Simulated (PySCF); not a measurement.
Ligands exchanged one at a time, Si Cl-C2H5. Gas-phase values, no solvent. One relaxed conformer stands for each flexible species; it need not be the lowest. Strings in code marks are SMILES. All members: neutral, multiplicity 1. Level: B3LYP-D3(BJ)/def2-TZVP // B3LYP-D3(BJ)/def2-SVP (PySCF). B3LYP has the VWN-RPA correlation part, as in Gaussian. Delta-SCF ions had no search for a lower state.  The removal energy is E(N − 1 electrons) − E(N electrons) at the parent's geometry; ε(HOMO) is measured against the vacuum level.

| species | −ε(HOMO) (eV) | vertical ionisation energy (Delta-SCF) (eV) |
|---|---|---|
| `CC[Si](CC)(CC)CC` | 7.47 | 9.21 |
| `CC[Si](Cl)(CC)CC` | 7.69 | 9.55 |
| `CC[Si](Cl)(Cl)CC` (C–C–Si–Cl torsion -179°, Cl–Si–C–C torsion 63°) | 7.99 | withheld |
| `CC[Si](Cl)(Cl)Cl` | 8.76 | 10.74 |
| `Cl[Si](Cl)(Cl)Cl` | 9.26 | 11.36 |

Q: Fit vertical ionisation energy (Delta-SCF) = a + b·x to the 4 complete rows by least squares, with x = −ε(HOMO) in eV. Give a, b and the rms residual, and predict the withheld value.

A: Means of the 4 rows: x̄ = 8.295, ȳ = 10.215 eV. Σ(x − x̄)² = 2.1941 and Σ(x − x̄)(y − ȳ) = 2.5805, so b = 1.176 and a = ȳ − b·x̄ = 0.460 eV. The rms residual is 0.031 eV. At x = 7.99 the line gives 9.86 eV. The run for `CC[Si](Cl)(Cl)CC` (C–C–Si–Cl torsion -179°, Cl–Si–C–C torsion 63°) gave 9.87 eV, so the line is off by 0.01 eV, within twice the rms residual.

Codes: PySCF.
